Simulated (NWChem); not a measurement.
The numbers come from NWChem runs, not from measurements. System: methanethiol (CH4S), charge 0, spin multiplicity 1, at a geometry optimised with PBE0/def2-SVP. Level: RI-MP2/cc-pVDZ, 6 core orbitals frozen.

Input file:

```
start mol
memory heap 200 mb stack 900 mb global 1100 mb
geometry units angstroms nocenter noautoz
  C      1.046808     0.473258     0.000000
  S     -0.572000    -0.341304     0.000000
  H      1.198763     1.085518     0.899864
  H      1.795087    -0.331291     0.000000
  H      1.198763     1.085518    -0.899864
  H     -1.321467     0.781566     0.000000
  symmetry group Cs
end
basis spherical
  * library cc-pvdz
end
basis "ri-mp2 basis" spherical
  * library cc-pvdz-ri
end
scf
  rhf
  nopen 0
  maxiter 100
  thresh 1e-7
  semidirect memsize 60000000 filesize 0
end
mp2
  freeze core 6
end
task rimp2 energy
```

Part of the output:

```
             Northwest Computational Chemistry Package (NWChem) 7.3.0
             --------------------------------------------------------

                                NWChem Input Module
                                -------------------

 Scaling coordinates for geometry "geometry" by  1.889725989
 (inverse scale =  0.529177249)

 Turning off AUTOSYM since
 SYMMETRY directive was detected!

                             Geometry "geometry" -> ""
                             -------------------------

 Output coordinates in angstroms (scale by  1.889725989 to convert to a.u.)

  No.       Tag          Charge          X              Y              Z
 ---- ---------------- ---------- -------------- -------------- --------------
    1 C                    6.0000     1.04680800     0.47325800     0.00000000
    2 S                   16.0000    -0.57200000    -0.34130400     0.00000000
    3 H                    1.0000     1.19876300     1.08551800     0.89986400
    4 H                    1.0000     1.79508700    -0.33129100     0.00000000
    5 H                    1.0000     1.19876300     1.08551800    -0.89986400
    6 H                    1.0000    -1.32146700     0.78156600     0.00000000

 Effective nuclear repulsion energy (a.u.)      56.2439969532

            Nuclear Dipole moment (a.u.)
            ----------------------------
        X                 Y               Z
 ---------------- ---------------- ----------------
    -0.0000113384    -0.0000094486     0.0000000000

      Symmetry information
      --------------------

 Group name             Cs
 Group number              2
 Group order               2
 No. of unique centers     5

      Symmetry unique atoms

     1    2    3    4    6


 Summary of "ao basis" -> "" (spherical)
 ------------------------------------------------------------------------------
       Tag                 Description            Shells   Functions and Types
 ---------------- ------------------------------  ------  ---------------------
 *                          cc-pvdz                   on all atoms

 Summary of "ri-mp2 basis" -> "" (spherical)
 ------------------------------------------------------------------------------
       Tag                 Description            Shells   Functions and Types
 ---------------- ------------------------------  ------  ---------------------
 *                         cc-pvdz-ri                 on all atoms

 Summary of "ao basis" -> "ao basis" (spherical)
 ------------------------------------------------------------------------------
       Tag                 Description            Shells   Functions and Types
 ---------------- ------------------------------  ------  ---------------------
 C                          cc-pvdz                  6       14   3s2p1d
 S                          cc-pvdz                  8       18   4s3p1d
 H                          cc-pvdz                  3        5   2s1p

                                 NWChem SCF Module
                                 -----------------

  ao basis        = "ao basis"
  functions       =    52
  atoms           =     6
  closed shells   =    13
  open shells     =     0
  charge          =   0.00
  wavefunction    = RHF
  use symmetry    = T
  symmetry adapt  = T

 Summary of "ao basis" -> "ao basis" (spherical)
 ------------------------------------------------------------------------------
       Tag                 Description            Shells   Functions and Types
 ---------------- ------------------------------  ------  ---------------------
[...]
    44     -0.494972  5 H  s                  7     -0.288454  1 C  px
    23     -0.189894  2 S  py                25     -0.164587  2 S  px

 Vector   16  Occ=0.000000D+00  E= 2.450633D-01  Symmetry=a'
              MO Center=  1.2D+00, -3.9D-01, -1.4D-14, r^2= 3.9D+00
   Bfn.  Coefficient  Atom+Function         Bfn.  Coefficient  Atom+Function
  ----- ------------  ---------------      ----- ------------  ---------------
    39      1.943242  4 H  s                  7     -1.202743  1 C  px
    25     -0.737402  2 S  px                18     -0.547510  2 S  s
     8      0.519417  1 C  py                 3     -0.352560  1 C  s
     4     -0.305062  1 C  px                26     -0.295249  2 S  py
    34     -0.215890  3 H  s                 44     -0.215890  5 H  s

 center of mass
 --------------
 x =  -0.11151417 y =  -0.10200956 z =   0.00000000

 moments of inertia (a.u.)
 ------------------
          39.302184765182         -46.482627250064           0.000000000000
         -46.482627250064         117.771925562250           0.000000000000
           0.000000000000           0.000000000000         145.416848645585

  Mulliken analysis of the total density
  --------------------------------------

    Atom       Charge   Shell Charges
 -----------   ------   -------------------------------------------------------
    1 C    6     6.17   2.00  0.65  0.49  1.99  0.98  0.06
    2 S   16    16.12   2.00  2.01  0.89  0.91  6.00  2.31  1.91  0.09
    3 H    1     0.93   0.74  0.15  0.03
    4 H    1     0.92   0.74  0.15  0.03
    5 H    1     0.93   0.74  0.15  0.03
    6 H    1     0.93   0.71  0.19  0.03

       Multipole analysis of the density wrt the origin
       ------------------------------------------------

     L   x y z        total         open         nuclear
     -   - - -        -----         ----         -------
     0   0 0 0     -0.000000      0.000000     26.000000

     1   1 0 0      0.340783      0.000000     -0.000011
     1   0 1 0      0.543795      0.000000     -0.000009
     1   0 0 1     -0.000000      0.000000      0.000000

     2   2 0 0    -14.211036      0.000000     70.180212
     2   1 1 0     -0.983115      0.000000     25.251437
     2   1 0 1     -0.000000      0.000000      0.000000
     2   0 2 0    -15.277169      0.000000     22.443965
     2   0 1 1     -0.000000      0.000000      0.000000
     2   0 0 2    -16.736580      0.000000      5.783376

                               NWChem RI-MP2 Module
                               --------------------

 Summary of "ri-mp2 basis" -> "ri-mp2 basis" (spherical)
 ------------------------------------------------------------------------------
       Tag                 Description            Shells   Functions and Types
 ---------------- ------------------------------  ------  ---------------------
 C                         cc-pvdz-ri               18       56   7s5p4d2f
 S                         cc-pvdz-ri               24       76   9s7p5d3f
 H                         cc-pvdz-ri                6       14   3s2p1d

 SCF Reference Information:
            File: './mol.movecs'
           Title: ''
    Size (AOxMO):     52 x     52
       Total Occ:              26.00
 RI-MP2 Calculation Information:
          Nr. of AO basis functions:         52
     Nr. of fitting basis functions:        188
               Nr. of MO spin cases:          1
        Nr. of MOs to be correlated:         46
     Nr. of occupied MOs correlated:          7
      Nr. of virtual MOs correlated:         39

          RI integral approximation: 'V'
    Threshold for Schwarz screening:  1.000E-09
 Smallest eigenvalue retained in fit  1.000E-08
    Type of storage for MO integrals 'EAF library'

 Transformation block size    7, requiring     1 integral passes.
 XForm_3cInts: Completed     1:    7 pass.
 Energy evaluation using block sizes     7    7
 RIMP2_V_E2: Approx. ints. done (    1:    7,    1:    7)
 RIMP2_V_E2: Copy to B done (    1:    7,    1:    7)
 RIMP2_V_E2: Denominators done (    1:    7,    1:    7)
 RIMP2_V_E2: Completed block (    1:    7,    1:    7)

          -------------------------------------------
          SCF energy                -437.725240787675
          Correlation energy          -0.286351888938
          Total MP2 energy          -438.011592676613
          -------------------------------------------

 -----------------------
 Performance information
 -----------------------

 Timer overhead =  1.25D-07 seconds/call

               Nr. of calls         CPU time (s)                 Wall time (s)                GFlops
             ---------------    -------------------     ------------------------------   -------------------
Name         Min   Avg   Max    Min     Avg     Max     Min     Avg     Max   Mx/calls   Min     Max     Sum
Overall       1     1     1   0.53    0.53    0.53     0.53    0.53    0.53    0.53      0.0     0.0     0.0
3c integr     1     1     1   7.79E-2 7.79E-2 7.79E-2  7.79E-2 7.79E-2 7.79E-2 7.79E-2   0.0     0.0     0.0
Energy        1     1     1   5.67E-3 5.67E-3 5.67E-3  5.67E-3 5.67E-3 5.67E-3 5.67E-3   0.0     0.0     0.0
3c integr     1     1     1   7.65E-2 7.65E-2 7.65E-2  7.65E-2 7.65E-2 7.65E-2 7.65E-2   0.0     0.0     0.0
First 2/3     3     3     3   4.49E-4 4.49E-4 4.49E-4  4.49E-4 4.49E-4 4.49E-4 1.50E-4   0.0     0.0     0.0
Final 1/3     1     1     1   6.25E-4 6.25E-4 6.25E-4  6.25E-4 6.25E-4 6.25E-4 6.25E-4   0.0     0.0     0.0
Write 3c      1     1     1   1.06E-4 1.06E-4 1.06E-4  1.06E-4 1.06E-4 1.06E-4 1.06E-4   0.0     0.0     0.0
Read 3c i     1     1     1   4.94E-5 4.94E-5 4.94E-5  4.94E-5 4.94E-5 4.94E-5 4.94E-5   0.0     0.0     0.0
Fitting b     1     1     1   1.44E-2 1.44E-2 1.44E-2  1.44E-2 1.44E-2 1.44E-2 1.44E-2   0.0     0.0     0.0
Schwarz i     1     1     1   4.09E-3 4.09E-3 4.09E-3  4.09E-3 4.09E-3 4.09E-3 4.09E-3   0.0     0.0     0.0
Form 4ci      1     1     1   9.22E-4 9.22E-4 9.22E-4  9.22E-4 9.22E-4 9.22E-4 9.22E-4   0.0     0.0     0.0
Form A &      1     1     1   4.28E-3 4.28E-3 4.28E-3  4.28E-3 4.28E-3 4.28E-3 4.28E-3   0.0     0.0     0.0
Denominat     1     1     1   3.85E-5 3.85E-5 3.85E-5  3.85E-5 3.85E-5 3.85E-5 3.85E-5   0.0     0.0     0.0
Pair Ener     1     1     1   1.84E-4 1.84E-4 1.84E-4  1.84E-4 1.84E-4 1.84E-4 1.84E-4   0.0     0.0     0.0

 The average no. of pstat calls per process was 1.60D+01
 with a timing overhead of 2.00D-06s

 Task  times  cpu:        0.5s     wall:        0.5s

 Total times  cpu:        0.6s     wall:        0.6s
```
